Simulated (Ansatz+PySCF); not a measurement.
## singlet F₂: levels of theory in one basis

```yaml
atoms:
  - { symbol: F, position_ang: [0.0000, 0.0000, -0.6332] }
  - { symbol: F, position_ang: [0.0000, 0.0000, 0.6332] }
```

Basis set: def2-SVP (spherical functions). Correlated methods keep 2 orbitals frozen. Charge 0, multiplicity 1.

Computed with Ansatz (development build ahead of 0.2.0); each method stands on the lowest determinant of its kind that the runs found. NEVPT2 correlates all electrons. Active spaces start from the frontier orbitals, and the lowest solution found is given.

```
         method  E − E(RHF) (eV)  <S²> of the determinant
            RHF             0.00                     0.00
        RHF-MP2           -10.18                        –
       RHF-CCSD           -10.42                        –
   CASSCF(14,8)            -1.52                        –
SC-NEVPT2(14,8)            -9.49                        –
```

(1) What does RHF-CCSD(T) give on the same scale?

(2) Is a single determinant a sound starting point here?

Results:

(1) -10.60 eV.

(2) By this sign, yes. Unrestricted orbitals gain 0.00 eV and <S²> is 0.00 against 0.00 for a pure state. The CASSCF(14,8) natural occupations are 2.00, 2.00, 2.00, 2.00, 2.00, 2.00, 1.94, 0.07.
